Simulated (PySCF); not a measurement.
# Electric field gradients and quadrupole coupling constants

Compound: C4H5PS.
Atom-mapped SMILES: `[CH3:1][c:2]1[cH:3][s:4][cH:5][p:6]1` (hydrogens: H7, H8, H9 on C1; H10 on C3; H11 on C5)

Geometry (GFN2-xTB, Å), atoms numbered from 1 in this order:
```xyz
11
C4H5PS angstrom
C     -1.7754   -0.1183    0.0561
C     -0.2794   -0.0771    0.0053
C      0.4220    1.0803    0.0150
S      2.1342    0.9770   -0.0470
C      2.1610   -0.7354   -0.0990
P      0.6836   -1.5791   -0.0730
H     -2.1073   -0.6748    0.9318
H     -2.1683   -0.6225   -0.8260
H     -2.1891    0.8868    0.1005
H     -0.0049    2.0671    0.0579
H      3.1290   -1.2015   -0.1473
```

Field gradients from the PBE0/pcSseg-1 density (PySCF, non-relativistic), principal values in atomic units, ordered |Vxx| ≤ |Vyy| ≤ |Vzz|:

```tsv
atom	Vxx	Vyy	Vzz
S4	-0.4559	-1.2934	1.7493
```

Question: Find the asymmetry η = (Vxx − Vyy)/Vzz and the couplings χ = eQV/h (234.96 MHz × Q in barn × V in au), with Q(33S) = −0.0678 b.

Answer: 
```
atom            environment  nucleus     η  χzz (MHz)  χxx (MHz)  χyy (MHz)
  S4  thiophene-type sulfur      33S  0.48     -27.87       7.26      20.60
```

The tensor is traceless: Vxx + Vyy + Vzz = 0.

Question: What is Vzz at S4 in SI units (1 au = 9.71736 × 10²¹ V/m²)?

Answer: 1.7493 au = 16.998 × 10²¹ V/m².

Question: And the gradient at the other heavy atoms, for which no coupling is worked out here?

Answer: 
```
atom                        environment  Vzz (au)     η
  C1               benzylic-type carbon     0.094  0.08
  C2        substituted aromatic carbon     0.252  0.21
  C3  aromatic CH next to a ring sulfur    -0.230  0.15
  C5  aromatic CH next to a ring sulfur    -0.274  0.05
  P6           phosphorus bonded to 2 C    -1.142  0.06
```

Question: What couplings would deuterons (Q(2H) = 0.00286 b) have in place of the hydrogens, at this geometry?

Answer: 
```csv
atom,bonded to,bond length (Å),Vzz (au),η,χzz (kHz)
H7,C1,1.089,0.3101,0.03,208
H8,C1,1.089,0.3101,0.03,208
H9,C1,1.088,0.3133,0.04,211
H10,C3,1.076,0.3373,0.10,227
H11,C5,1.075,0.3423,0.09,230
```

Isolated species at its GFN2-xTB geometry, gas phase. GFN2-xTB bond lengths can be off by several hundredths of an ångström, more for odd bonds, and the gradients follow them. With a basis this small, the couplings can be 20 % off.
